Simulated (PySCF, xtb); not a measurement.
AlF₃, SMILES [F][Al]([F])[F].

GFN2-xTB in xtb 6.7.1 at its own geometry gives an orbital gap of 5.53 eV and a dipole moment of 0.00 D.

Geometry: B3LYP-D3(BJ)/def2-TZVP. The isomer is the one that the SMILES or the coordinates give; other isomers of the formula were not compared.

### Question
What does PySCF with B3LYP/def2-TZVPD give? (Estimate from the structure and the level; the computed values follow.)

### Answer
gap 9.39 eV (levels -11.48 and -2.10 eV), dipole 0.00 D.
